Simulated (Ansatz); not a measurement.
# AlSi (doublet): from Hartree-Fock to the top rungs at distance Si1–Al2 = 4.547 Å, cc-pVDZ

An exercise on one series of results from a longer session: the logs are not shown, and one member is left open.

Method: cc-pVDZ, core rule «outside noble gas», up to 10 orbitals frozen; program: Ansatz 0.2.0, Gaussian basis.

To be run: UHF; CCSD(T) on ROHF; CCSD(T) on UHF; BCCD(T) on ROHF; CISD; CCSDT(Q) on ROHF; CCSDT(Q) on UHF; CASSCF and MRCISD+Q, 3 electrons in 3 orbitals; CASSCF and NEVPT2, 3 electrons in 3 orbitals; CASSCF and MRCISD+Q, 7 electrons in 8 orbitals; CASSCF and MRCISD+Q(relaxed), 7 electrons in 8 orbitals; CASSCF and NEVPT2, 7 electrons in 8 orbitals; Full CI.

30 further runs of the same task are left out: 6 for a known fault of the program, 17 that didn't finish, 7 set aside as unsound or not needed.

## What is computed

The geometry derives from a PBE0/def2-TZVP stationary point (not a proven minimum). One bond is set to the value named and the two fragments are kept rigid.

2 atoms, charge 0, spin multiplicity 2.

Atoms are counted from 1 here; the program's logs count them from 0.

No contacts short enough for the rule that draws bonds.

The first run:

File in.yaml:

```yaml
crystal:
  periodic: [false, false, false]
  atoms:
    - {symbol: Si, position_ang: [0.000000, 0.000000, 0.000000]}
    - {symbol: Al, position_ang: [0.000000, 0.000000, 4.547000]}
basis:
  gaussian: {orbitals: cc-pVDZ}
magnetization: {spin_polarized: true, initial_magnetization: 1}
hamiltonian: {xc: hf}
output: {orbitals: {seedname: orbitals}}
```

The run is started by

```
$ ansatz run in.yaml --threads 1 --pin off --events-out ev --progress --plain --max-ram 2393MiB
```

Among the steps run: UHF; CCSD(T) on ROHF; CCSD(T) on UHF; BCCD(T) on ROHF; CISD; CCSDT(Q) on ROHF; CCSDT(Q) on UHF; CASSCF and MRCISD+Q, 3 electrons in 3 orbitals; CASSCF and NEVPT2, 3 electrons in 3 orbitals; CASSCF and MRCISD+Q, 7 electrons in 8 orbitals; CASSCF and MRCISD+Q(relaxed), 7 electrons in 8 orbitals; CASSCF and NEVPT2, 7 electrons in 8 orbitals; Full CI.

One of the session's tables, all rows but one given; the rest of the session is left out.

```
       method  from FCI (kJ/mol)
         ROHF             +467.0
         RMP2             +178.7
         CISD              +95.7
        RCCSD              +24.1
     RCCSD(T)               +4.5
      BCCD(T)               +8.4
       RCCSDT               +2.7
    RCCSDT(Q)               -0.3
  CASSCF pair             +320.7
  NEVPT2 pair              +96.4
  MRCISD pair                  ?
MRCISD+Q pair               -7.8
          FCI                  0
```

Q: Estimate the row for MRCISD pair from the others.

As computed: from FCI (kJ/mol): +28.3. In the column «from FCI (kJ/mol)» it lies between RCCSD (+24.1) and CISD (+95.7).

Left out of the table: CASSCF valence, NEVPT2 valence, MRCISD valence, MRCISD+Q valence (the active space lost an orbital or holds another state than full CI finds).

Limits of these values: The report flags that the cluster equations may have other roots. Left out of the table: UHF, UMP2, UCCSD, UCCSD(T), UCCSDT, UCCSDT(Q), MRCISD+Q(relaxed) valence (another determinant or state than the rows shown). The program flags RCCSD(T), BCCD(T), RCCSDT(Q) as in doubt, so those rows may rest on another solution; read them beside their warnings. RCCSDT(Q), MRCISD+Q pair fall below full CI, which methods that aren't variational can do.
